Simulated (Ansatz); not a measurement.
Compare A (`C#CS(C)(=O)=O`) with its isomer B (`OC1(O)C=CS1`).

Computed with Ansatz on PBE0-D4/def2-TZVP structures; ΔE is electronic, products minus reactants. CBS: MP2 limit from def2 TZ/QZ plus the TZ coupled-cluster correction, frozen cores. DFT in def2-TZVPP. B3LYP here is the variant with VWN-RPA as its local correlation; programs differ in this. Each species was taken in one conformer, which may not be the lowest.

Task: Which isomer does CCSD(T)/CBS put lower? Give the gap. (Best estimate.)

Result: Ansatz gave: B, by 31.7 kcal/mol.

Task: Give E(B) − E(A) in kcal/mol with r2SCAN-D4, BLYP-D4, PBE0-D4, LDA (SPW92), HF/def2-TZVPP, CCSD(T)/def2-SVP, B3LYP. (An estimate is asked.)

Result: The calculation gave: r2SCAN-D4 -30.6, BLYP-D4 -30.8, PBE0-D4 -37.1, LDA (SPW92) -40.2, HF/def2-TZVPP -34.1, CCSD(T)/def2-SVP -74.0, B3LYP -32.6. None reverses the order clearly.

Task: Does the order hold for the free energy at 298.15 K (harmonic terms from PBE0-D4)? (Best estimate.)

Result: Ansatz gave: Yes: G(B) − G(A) = -29.8 kcal/mol, for one conformer each.

Largest T1 diagnostic: 0.016.

From PBE to PBE0 (25 % exact exchange), in def2-TZVPP and without D4, E(B) − E(A) moves by −2.5 kcal/mol. Leaving LDA and LC-ωPBE aside and taking each functional with its dispersion term where it has one, the values, not all of them listed here, spread over 7.1 kcal/mol, from HSE06-D4 to B2PLYP. LDA lies −5.6 kcal/mol from PBE without D4.
